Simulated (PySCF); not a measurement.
# How exact exchange moves a shielding

Molecule: `C1CCOC1`, C4H8O.

Molfile (atoms numbered from 1):
```
C4H8O
     RDKit          3D

 13 13  0  0  0  0  0  0  0  0999 V2000
   -0.9168    0.4046   -0.3778 C   0  0  0  0  0  0  0  0  0  0  0  0
    0.4242    0.9775    0.0669 C   0  0  0  0  0  0  0  0  0  0  0  0
    1.3136   -0.2594   -0.0010 C   0  0  0  0  0  0  0  0  0  0  0  0
    0.4781   -1.3645    0.2773 O   0  0  0  0  0  0  0  0  0  0  0  0
   -0.8782   -0.9713    0.2748 C   0  0  0  0  0  0  0  0  0  0  0  0
   -0.9440    0.3078   -1.4757 H   0  0  0  0  0  0  0  0  0  0  0  0
   -1.7837    1.0066   -0.0696 H   0  0  0  0  0  0  0  0  0  0  0  0
    0.3558    1.3482    1.1027 H   0  0  0  0  0  0  0  0  0  0  0  0
    0.7858    1.8028   -0.5633 H   0  0  0  0  0  0  0  0  0  0  0  0
    2.1426   -0.2333    0.7260 H   0  0  0  0  0  0  0  0  0  0  0  0
    1.7592   -0.3703   -1.0089 H   0  0  0  0  0  0  0  0  0  0  0  0
   -1.4740   -1.7255   -0.2647 H   0  0  0  0  0  0  0  0  0  0  0  0
   -1.2624   -0.9234    1.3135 H   0  0  0  0  0  0  0  0  0  0  0  0
  1  2  1  0
  2  3  1  0
  3  4  1  0
  4  5  1  0
  5  1  1  0
  1  6  1  0
  1  7  1  0
  2  8  1  0
  2  9  1  0
  3 10  1  0
  3 11  1  0
  5 12  1  0
  5 13  1  0
M  END
```

GIAO shieldings (ppm, equivalent atoms averaged) in PySCF on the PBE0-D3(BJ)/def2-SVP geometry, basis pcSseg-2, gas phase, non-relativistic:

```csv
functional,exact exchange (%),σ(C3/C5),σ(C1/C2),σ(O4)
BLYP,0,99.0,142.2,272.2
BP86,0,104.1,147.3,278.2
PBE,0,104.2,147.4,276.9
B3LYP,20,105.7,147.6,285.6
PBE0,25,112.0,153.6,292.1
BHandHLYP,50,114.4,154.3,301.7
HF,100,127.6,164.2,324.0
```

Task: Fit each shielding as a line in the percentage of exact exchange.

Result: σ(C3/C5) = 102.6 + 0.25 x (rms 2.1 ppm); σ(C1/C2) = 145.8 + 0.18 x (rms 2.1 ppm); σ(O4) = 276.6 + 0.49 x (rms 2.3 ppm). The functionals also differ in their semilocal parts, which the line can't hold; Hartree–Fock has no correlation at all.

Task: What does the line predict for mPW1PW91 (25 %), and what does the run give?

Result: σ(C3/C5): 108.8 predicted, 111.3 computed; σ(C1/C2): 150.3 predicted, 152.9 computed; σ(O4): 288.9 predicted, 291.4 computed ppm.
